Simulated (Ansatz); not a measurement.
# What a trial cell of Be4GeRh relaxes into

Level of theory: DFT PBE, scalar-relativistic, plane waves, PAW in Ansatz 0.2.0. Cutoff 420 eV, Γ-centred k mesh, Gaussian smearing, no spin polarisation in the final step.

The start puts Be4GeRh on the sites of a reported HoCdCu4 cell (F-43m, No. 216), with Ge in place of Ho, Rh in place of Cd, Be in place of Cu, at a guessed volume.

```
Be Ge Rh
1.0
     0.00000    3.05218    3.05218
     3.05218    0.00000    3.05218
     3.05218    3.05218    0.00000
Be Ge Rh
4 1 1
Direct
  0.62577 0.12269 0.62577
  0.62577 0.62577 0.12269
  0.62577 0.62577 0.62577
  0.12269 0.62577 0.62577
  0.25000 0.25000 0.25000
  0.00000 0.00000 0.00000
```

Steps on the 6×6×6 mesh (6 atoms). 4 of 4 steps are shown, and the free energy counts from the last. Trial steps that were taken back and renewals of the plane-wave basis can be among the rows.

```
step  ΔF (meV/atom) V (Å³/atom) P (GPa) largest force component (eV/Å)
   1           12.6         9.48     8.41                           0.064
   2            0.6         9.88     1.33                           0.025
   3            0.2         9.96     0.09                           0.007
   4            0.0         9.96     0.11                           0.007
```

A final relaxation ran on a 10×10×10 mesh. The relaxed crystal, F-43m (No. 216):

Space group F-43m (No. 216). a = 6.210 Å, b = 6.210 Å, c = 6.210 Å, α = 90.00°, β = 90.00°, γ = 90.00°
```json
{"atom": "Be", "site": "16e", "symmetry": ".3m", "x": "0.8737", "y": "0.3737", "z": "0.8737"}
{"atom": "Ge", "site": "4d", "symmetry": "-43m", "x": "0.2500", "y": "0.2500", "z": "0.7500"}
{"atom": "Rh", "site": "4a", "symmetry": "-43m", "x": "0.0000", "y": "0.0000", "z": "0.0000"}
```

```yaml
Volume_per_atom: 9.98 Å³
Density: 5.87 g/cm³
Energy_over_the_elements: -0.25 eV/atom
Gap_on_the_10×10×10_mesh: 0 eV (a metal)
```

The zero of energy is the elements' standard structures at the same level; no fitted shifts are applied.

The final run used a 10×10×10 mesh on its 6-atom cell and 0.10 eV smearing. For metals, differences of a few meV/atom aren't resolved.

Symmetry constrained the relaxation, so the result can be a saddle point.

Cost: 3 runs of about 0.54 core-minutes in all, on Arm Neoverse V2 (shared hosts).